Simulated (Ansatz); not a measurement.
**AlCl (aluminium monochloride): a chain of runs**

Aim: a series of 64 runs (HF/STO-3G, UHF/STO-3G, HF/3-21G, UHF/3-21G, HF/6-31G*, UHF/6-31G*, B3LYP/6-31G*, UB3LYP/6-31G*, and more) of AlCl. 

The calculation is run with Ansatz 0.2.0.

**1. The structure to begin with**

The species is AlCl (2 atoms), meant as a singlet with charge 0. As SMILES, `[Al][Cl]`. Geometry: the measured bond length. The run starts from this shape.

Bond lengths: Al1–Cl2 2.130 Å.

**2. A structure relaxation at HF/STO-3G (run 1)**

File in.yaml:

```yaml
crystal:
  periodic: [false, false, false]
  atoms:
    - symbol: Al
      position_ang: [0.000000, 0.000000, 0.000000]
    - symbol: Cl
      position_ang: [0.000000, 0.000000, 2.130113]
basis:
  gaussian: {orbitals: STO-3G}
hamiltonian: {xc: hf}
relax: {f_tol: 0.002}
output: {orbitals: {seedname: orbitals}}
```

Launch:

```sh
$ ansatz run in.yaml --threads 1 --pin off --max-ram 3480MiB --events-out events.jsonl --progress --plain --runs-dir runs
```

Log:

```text
Warning: RAYON_NUM_THREADS=1 ignored (pool sized by the plan → 1); use --threads N
The last accepted step is kept in runs//last_step.txt (removed where the run ends without a failure and the disk answers)
[... 37 lines left out ...]
Total energy: -18875.36718978 eV, -693.6569500408 hartree
[... 2 lines left out ...]
Dipole moment:     0.000000    -0.000000    -0.942016 e Å
```

It took 0.48 s on 1 thread of Intel Xeon Platinum 8488C (Sapphire Rapids), shared host.

Step by step:

```
step  energy from the first frame kept (eV)  largest force (eV/Å)
   1                                 0.0000                0.5747
   2                                -0.0092                0.0611
   3                                -0.0093                0.0028
   4                                -0.0093                0.0000
```

After the run. Bond lengths: Al1–Cl2 2.163 Å.

**3. Vibrational wavenumbers at HF/STO-3G (run 2)**

File molecule.yaml:

```yaml
crystal:
  periodic: [false, false, false]
  atoms:
    - symbol: Al
      position_ang: [-0.000000, 0.000000, -0.016550]
    - symbol: Cl
      position_ang: [0.000000, -0.000000, 2.146663]
basis:
  gaussian:
    orbitals: STO-3G
hamiltonian:
  xc: hf
phonons:
  temperatures:
    t_min: 298.15
    t_max: 298.15
    t_step: 1
```

Launch:

```sh
$ ansatz run molecule.yaml --threads 1 --pin off --max-ram 3480MiB --events-out events.jsonl --progress --plain --runs-dir runs
```

Log:

```text
Warning: RAYON_NUM_THREADS=1 ignored (pool sized by the plan → 1); use --threads N
[... 76 lines left out ...]
Total energy: -18875.36718421 eV, -693.6569498361 hartree
[... 2 lines left out ...]
Dipole moment:     0.000000     0.000000    -0.942014 e Å
Vibrations: 537.78 cm⁻¹, zero-point energy 0.033338 eV
```

It took 0.9 s on 1 thread of Intel Xeon Platinum 8488C (Sapphire Rapids), shared host.

Runs 3 to 19 aren't shown in full; the table further down has their settings and results.

**4. The doublet cation: a geometry optimisation at UPBE/def2-SVP (run 20)**

File input.yaml:

```yaml
crystal:
  periodic: [false, false, false]
  atoms:
    - {symbol: Al, position_ang: [0.000000, -0.000000, -0.016081]}
    - {symbol: Cl, position_ang: [-0.000000, 0.000000, 2.146194]}
basis:
  gaussian: {orbitals: def2-SVP}
total_charge: 1
magnetization: {spin_polarized: true, initial_magnetization: 1}
hamiltonian: {xc: {name: PBE}}
relax: {}
```

Launch:

```sh
$ ansatz run input.yaml --threads 1 --pin off --max-ram 3480MiB --events-out events.jsonl --progress --plain --runs-dir runs
```

Log, cut to the lines that bear on the results:

```text
Warning: RAYON_NUM_THREADS=1 ignored (pool sized by the plan → 1); use --threads N
[... 1 set-up line as earlier in the session ...]
[... 6 lines left out ...]
388 factors; their error is unknown
[... 10 lines left out ...]
388 factors; their error is unknown
[... 6 lines left out ...]
388 factors; their error is unknown
[... 5 lines left out ...]
388 factors; their error is unknown
[... 4 lines left out ...]
388 factors; their error is unknown
[... 3 lines left out ...]
Total energy: -19096.87570845 eV, -701.7972379584 hartree
[... 2 lines left out ...]
Dipole moment:    -0.000000    -0.000000    -1.167753 e Å
```

Run time: 2.8 s. Hardware: 1 thread of Intel Xeon Platinum 8488C (Sapphire Rapids), shared host; peak memory 0.11 GiB.

The path in brief:

```
step  energy from the first frame kept (eV)  largest force (eV/Å)
   1                                 0.0000                1.4906
   2                                -0.0800                0.4596
   3                                -0.0857                0.1439
   4                                -0.0863                0.0015
```

After the run. Bond lengths: Al1–Cl2 2.056 Å.

Runs 21 to 63 aren't shown in full; the table further down has their settings and results.

**5. The doublet cation: a structure relaxation at UCCSD(T)/cc-pVTZ (run 64)**

File run.yaml:

```yaml
crystal:
  periodic: [false, false, false]
  atoms:
    - {symbol: Al, position_ang: [-0.000000, 0.000000, -0.012027]}
    - {symbol: Cl, position_ang: [0.000000, -0.000000, 2.142140]}
basis:
  gaussian: {orbitals: cc-pVTZ}
total_charge: 1
magnetization: {spin_polarized: true, initial_magnetization: 1}
relax: {}
scf: {omitted_lower_state_checks: [cluster_reference]}
correlation: {method: ccsd_t}
accuracy: high
```

Launch:

```sh
$ ansatz run run.yaml --threads 1 --pin off --max-ram 3480MiB --events-out events.jsonl --progress --plain --runs-dir runs
```

Log:

```text
Warning: RAYON_NUM_THREADS=1 ignored (pool sized by the plan → 1); use --threads N
[... 1 set-up line as earlier in the session ...]
[... 13 lines left out ...]
10 core orbitals not correlated: weight in the atoms' cores, before any rotation towards them, 1.000 or more for the frozen orbitals, at most 0.000 for the correlated occupied ones
[... 98 lines left out ...]
10 core orbitals not correlated: weight in the atoms' cores, before any rotation towards them, 1.000 or more for the frozen orbitals, at most 0.000 for the correlated occupied ones
[... 63 lines left out ...]
Dipole moment:     0.000000    -0.000000    -1.190274 e Å
Checks for a lower state left out: cluster_reference
```

Run time: 69 s. Hardware: 1 thread of Intel Xeon Platinum 8488C (Sapphire Rapids), shared host; peak memory 0.48 GiB.

Step by step:

```
step  energy from the first frame kept (eV)  largest force (eV/Å)
   1                                 0.0000                1.7649
   2                                -0.1074                0.4488
   3                                -0.1121                0.1663
   4                                -0.1128                0.0028
```

After the run. Bond lengths: Al1–Cl2 2.038 Å.

**6. The series**

```
run                                level         task  walk f tol  partner  energy (Eh)  wall time
  1                            HF/STO-3G     optimise       0.002     base  -693.656950     0.48 s
  2                            HF/STO-3G  frequencies           –     base  -693.656950      0.9 s
  3                           UHF/STO-3G       energy           –   cation  -693.448223     0.08 s
  4                           UHF/STO-3G     optimise           –   cation  -693.452603     0.54 s
  5                             HF/3-21G     optimise       0.002     base  -697.958797     0.66 s
  6                             HF/3-21G  frequencies           –     base  -697.958797      1.3 s
  7                            UHF/3-21G       energy           –   cation  -697.635038     0.16 s
  8                            UHF/3-21G     optimise           –   cation  -697.638428      0.8 s
  9      HF/6-31G* (Cartesian functions)     optimise       0.002     base  -701.449351      1.3 s
 10      HF/6-31G* (Cartesian functions)  frequencies           –     base  -701.449351      2.9 s
 11     UHF/6-31G* (Cartesian functions)       energy           –   cation  -701.138659     0.22 s
 12     UHF/6-31G* (Cartesian functions)     optimise           –   cation  -701.144852      1.6 s
 13   B3LYP/6-31G* (Cartesian functions)     optimise       0.002     base  -702.687340      2.5 s
 14   B3LYP/6-31G* (Cartesian functions)  frequencies           –     base  -702.687340      5.1 s
 15  UB3LYP/6-31G* (Cartesian functions)       energy           –   cation  -702.340908      0.7 s
 16  UB3LYP/6-31G* (Cartesian functions)     optimise           –   cation  -702.345051      4.2 s
 17                         PBE/def2-SVP     optimise       0.002     base  -702.131741      1.6 s
 18                         PBE/def2-SVP  frequencies           –     base  -702.131741      2.7 s
 19                        UPBE/def2-SVP       energy           –   cation  -701.794067     0.82 s
 20                        UPBE/def2-SVP     optimise           –   cation  -701.797238      2.8 s
 21     MP2/6-31G* (Cartesian functions)     optimise       0.002     base  -701.620013      1.3 s
 22     MP2/6-31G* (Cartesian functions)  frequencies           –     base  -701.620013      3.9 s
 23    UMP2/6-31G* (Cartesian functions)       energy           –   cation  -701.291579     0.34 s
 24    UMP2/6-31G* (Cartesian functions)     optimise           –   cation  -701.296298      2.2 s
 25                    wB97X-V/def2-TZVP     optimise       0.002     base  -702.589359      7.2 s
 26                    wB97X-V/def2-TZVP  frequencies           –     base  -702.589359       17 s
 27                  U-wB97X-V/def2-TZVP       energy           –   cation  -702.246858      3.3 s
 28                  U-wB97X-V/def2-TZVP     optimise           –   cation  -702.251576       16 s
 29                      CCSD(T)/cc-pVDZ     optimise       0.002     base  -701.692361      5.4 s
 30                      CCSD(T)/cc-pVDZ  frequencies           –     base  -701.692361       13 s
 31                     UCCSD(T)/cc-pVDZ       energy           –   cation  -701.353526     0.98 s
 32                     UCCSD(T)/cc-pVDZ     optimise           –   cation  -701.357163      9.6 s
 33                           HF/cc-pVTZ     optimise       0.002     base  -701.510698      1.9 s
 34                           HF/cc-pVTZ  frequencies           –     base  -701.510698      4.5 s
 35                          UHF/cc-pVTZ       energy           –   cation  -701.203077     0.44 s
 36                          UHF/cc-pVTZ     optimise           –   cation  -701.209240      2.7 s
 37                         CCSD/cc-pVDZ     optimise       0.002     base  -701.687774      5.1 s
 38                         CCSD/cc-pVDZ  frequencies           –     base  -701.687774       12 s
 39                        UCCSD/cc-pVDZ       energy           –   cation  -701.348372     0.92 s
 40                        UCCSD/cc-pVDZ     optimise           –   cation  -701.352251        9 s
 41                       B2PLYP/cc-pVTZ     optimise       0.002     base  -702.469756      8.7 s
 42                       B2PLYP/cc-pVTZ  frequencies           –     base  -702.469756       21 s
 43                      UB2PLYP/cc-pVTZ       energy           –   cation  -702.129691      2.5 s
 44                      UB2PLYP/cc-pVTZ     optimise           –   cation  -702.134105       17 s
 45                    CCSD(T)/def2-TZVP     optimise       0.002     base  -701.774232       32 s
 46                    CCSD(T)/def2-TZVP  frequencies           –     base  -701.774232       82 s
 47                   UCCSD(T)/def2-TZVP       energy           –   cation  -701.433205      4.8 s
 48                   UCCSD(T)/def2-TZVP     optimise           –   cation  -701.437417       94 s
 49                     r2SCAN/def2-TZVP     optimise       0.002     base  -702.639468      4.8 s
 50                     r2SCAN/def2-TZVP  frequencies           –     base  -702.639468      8.7 s
 51                   U-r2SCAN/def2-TZVP       energy           –   cation  -702.305943      1.9 s
 52                   U-r2SCAN/def2-TZVP     optimise           –   cation  -702.310564      9.6 s
 53                      MP2/aug-cc-pVDZ     optimise       0.002     base  -701.681621      3.3 s
 54                      MP2/aug-cc-pVDZ  frequencies           –     base  -701.681621      7.5 s
 55                     UMP2/aug-cc-pVDZ       energy           –   cation  -701.344712     0.81 s
 56                     UMP2/aug-cc-pVDZ     optimise           –   cation  -701.350293      5.1 s
 57                      SVWN5/def2-TZVP     optimise       0.002     base  -700.176296      1.5 s
 58                      SVWN5/def2-TZVP  frequencies           –     base  -700.176296      4.2 s
 59                     USVWN5/def2-TZVP       energy           –   cation  -699.832704      0.8 s
 60                     USVWN5/def2-TZVP     optimise           –   cation  -699.836590        3 s
 61                      CCSD(T)/cc-pVTZ     optimise       0.002     base  -701.788303       24 s
 62                      CCSD(T)/cc-pVTZ  frequencies           –     base  -701.788303       64 s
 63                     UCCSD(T)/cc-pVTZ       energy           –   cation  -701.446471      3.9 s
 64                     UCCSD(T)/cc-pVTZ     optimise           –   cation  -701.450616       69 s
```

**7. Outcome**

| quantity | value |
| --- | --- |
| doublet cation, run 64: total energy at the end | -701.45062 Eh |
| doublet cation, run 64: correlation energy (10 core orbitals frozen) | -241.5 mEh |
| doublet cation, run 64: bond length | 2.038 Å |
| doublet cation, run 64: (T) correction | -10.40 mEh |
| doublet cation, run 64: ⟨S²⟩ of the reference determinant | 0.755 |
| doublet cation, run 64: T1 diagnostic | 0.016 |
| vertical ionisation energy (to the doublet cation), MP2/6-31G* | 8.937 eV |
| vertical ionisation energy (to the doublet cation), wB97X-V/def2-TZVP | 9.320 eV |
| vertical ionisation energy (to the doublet cation), r2SCAN/def2-TZVP | 9.076 eV |
| vertical ionisation energy (to the doublet cation), SVWN5/def2-TZVP | 9.350 eV |
| adiabatic ionisation energy (to the doublet cation, no zero-point term), HF/3-21G | 8.718 eV |
| adiabatic ionisation energy (to the doublet cation, no zero-point term), HF/cc-pVTZ | 8.203 eV |
| adiabatic ionisation energy (to the doublet cation, no zero-point term), CCSD/cc-pVDZ | 9.130 eV |
| adiabatic ionisation energy (to the doublet cation, no zero-point term), CCSD(T)/cc-pVTZ | 9.189 eV |

**Reading.** At MP2/6-31G*: the vertical ionisation energy comes to 8.94 eV (862 kJ/mol). At wB97X-V/def2-TZVP: removing an electron at fixed nuclei costs 9.32 eV (899 kJ/mol). At r2SCAN/def2-TZVP: the vertical ionisation energy comes to 9.08 eV (876 kJ/mol). At SVWN5/def2-TZVP: the vertical ionisation energy comes to 9.35 eV (902 kJ/mol). At HF/3-21G: the adiabatic ionisation energy (to the doublet cation, no zero-point term) is 8.72 eV (201 kcal/mol). At HF/cc-pVTZ: the adiabatic ionisation energy (to the doublet cation, no zero-point term) is 8.20 eV (791 kJ/mol). Totals of different functionals can't be ranked against each other. In runs 1, 2, 3, 4 the basis is minimal, so the values are rough. All runs together took 10 min, the longest 94 s.
